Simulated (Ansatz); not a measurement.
**BNH6 (B(NH3)H3): CCSDT(Q)/STO-3G**

What is the vertical electron affinity of BNH6 (B(NH3)H3) at CCSDT(Q)/STO-3G? 

Program for the calculation: Ansatz 0.2.0.

57 further runs of the same task are left out: 57 set aside as unsound or not needed.

### Step 1. The system as given

BNH6 has 8 atoms, charge 0, and is taken as a singlet. As SMILES, `[H]B([H])([H])<-N`. The coordinates come from a GFN2-xTB relaxation.

Bond lengths: B1–N2 1.659 Å, N2–H3 1.013 Å, N2–H4 1.013 Å, N2–H5 1.013 Å, B1–H6 1.191 Å, B1–H7 1.191 Å, B1–H8 1.190 Å. Some angles: B1–N2–H3 108.6°, B1–N2–H4 108.6°, B1–N2–H5 108.6°, N2–B1–H6 105.5°, N2–B1–H7 105.6°, N2–B1–H8 105.6°, H3–N2–H4 110.3°, H3–N2–H5 110.4°, H4–N2–H5 110.3°, H6–B1–H7 113.1°.

### Step 2. A single-point energy at CCSDT(Q)/STO-3G

The input, job.yaml:

```yaml
crystal:
  periodic: [false, false, false]
  atoms:
    - {symbol: B, position_ang: [-0.002200, 0.002970, -0.830690]}
    - {symbol: "N", position_ang: [0.002130, -0.003040, 0.827960]}
    - {symbol: H, position_ang: [-0.956060, 0.034440, 1.153510]}
    - {symbol: H, position_ang: [0.515830, 0.807160, 1.152720]}
    - {symbol: H, position_ang: [0.449590, -0.854150, 1.146140]}
    - {symbol: H, position_ang: [1.143350, -0.032090, -1.152840]}
    - {symbol: H, position_ang: [-0.545010, 1.015160, -1.144860]}
    - {symbol: H, position_ang: [-0.607620, -0.970450, -1.151930]}
basis:
  gaussian:
    orbitals: STO-3G
correlation:
  method: ccsdt_q
  frozen_orbitals: {B: 1, H: 0, "N": 1}
accuracy: high
scf:
  omitted_lower_state_checks: [cluster_reference, increment]
```

The run is started by

```
ansatz run job.yaml --threads 1 --pin off --max-ram 2610MiB --events-out events.jsonl --progress --plain --runs-dir runs
```

The log of the run, shortened:

```text
Warning: RAYON_NUM_THREADS=1 ignored (pool sized by the plan → 1); use --threads N
Functional definition: HF
  name "HF"
[...]
276 factors; integrals over basis functions are off by at most 1.2e-8 eV
[...]
mean field -2220.33026073 eV, -81.5956320878 hartree, gradient 1.9e-8 eV, S^2 0.000000; 0 other end points of the search recorded, 0 dependent functions left out
2 core orbitals not correlated: weight in the atoms' cores, before any rotation towards them, 1.000 or more for the frozen orbitals, at most 0.000 for the correlated occupied ones
reference -2220.33026073 eV, -81.5956320878 hartree; 7, 7 occupied and 7, 7 virtual orbitals, 276 factors
second order -2.67157284 eV of doubles, -0.00000000 eV of singles
cycle   1  -3.27809683 eV  change   -6.1e-1 eV  update   5.6e-2
[...]
cycle  18  -3.60644429 eV  change   4.8e-10 eV  update  3.3e-10
perturbative correction -0.00064428 eV, -0.0000236769 hartree
Total energy: -2223.93734930 eV, -81.7281901479 hartree
Checks for a lower state left out: cluster_reference, increment
```

Wall time 0.44 s (1 thread of Arm Neoverse V1, shared host).

### Step 3. The doublet anion

job.yaml: that of step 2 with these lines changed.

```diff
@@ -4,3 +4,3 @@
     - {symbol: B, position_ang: [-0.002200, 0.002970, -0.830690]}
-    - {symbol: "N", position_ang: [0.002130, -0.003040, 0.827960]}
+    - {symbol: N, position_ang: [0.002130, -0.003040, 0.827960]}
     - {symbol: H, position_ang: [-0.956060, 0.034440, 1.153510]}
@@ -14,2 +14,6 @@
     orbitals: STO-3G
+total_charge: -1
+magnetization:
+  spin_polarized: true
+  initial_magnetization: 1
 correlation:
```

The run is started by

```
ansatz run job.yaml --threads 1 --pin off --max-ram 2610MiB --events-out events.jsonl --progress --plain --runs-dir runs
```

The log of the run, shortened:

```text
Warning: RAYON_NUM_THREADS=1 ignored (pool sized by the plan → 1); use --threads N
Functional definition: HF
  name "HF"
[...]
276 factors; integrals over basis functions are off by at most 1.2e-8 eV
[...]
mean field -2206.99590019 eV, -81.1056033765 hartree, gradient 2.4e-8 eV, S^2 0.760532; 3 other end points of the search recorded, 0 dependent functions left out
2 core orbitals not correlated: weight in the atoms' cores, before any rotation towards them, 1.000 or more for the frozen orbitals, at most 0.000 for the correlated occupied ones
reference -2206.99590019 eV, -81.1056033765 hartree; 8, 7 occupied and 6, 7 virtual orbitals, 276 factors
second order -2.66569753 eV of doubles, -0.00000000 eV of singles
cycle   1  -3.33650690 eV  change   -6.7e-1 eV  update   6.7e-2
[...]
cycle  27  -3.77148092 eV  change  -4.2e-11 eV  update   1.5e-9
perturbative correction -0.00147123 eV, -0.0000540667 hartree
Total energy: -2210.76885234 eV, -81.2442568106 hartree
Checks for a lower state left out: cluster_reference, increment
```

Run time: 1.5 s. Hardware: 1 thread of Arm Neoverse V1, shared host; peak memory 0.11 GiB.

### Step 4. Results

At CCSDT(Q)/STO-3G, 2 core orbitals frozen:

| quantity | value |
| --- | --- |
| singlet BNH6: total energy | -81.72819 Eh |
| singlet BNH6: correlation energy (2 core orbitals frozen) | -132.6 mEh |
| singlet BNH6: T1 diagnostic | 0.005 |
| doublet anion: total energy | -81.24426 Eh |
| doublet anion: correlation energy (2 core orbitals frozen) | -138.7 mEh |
| doublet anion: ⟨S²⟩ of the reference determinant | 0.761 |
| doublet anion: T1 diagnostic | 0.019 |
| vertical electron affinity (to the doublet anion) | -13.168 eV |

**Reading.** The anion lies 13.17 eV (304 kcal/mol) above the neutral: the electron isn't bound at this level, and such a value depends on the basis. Without diffuse functions anions come out too high. In a minimal basis such a difference can be off by several eV, whatever the method.
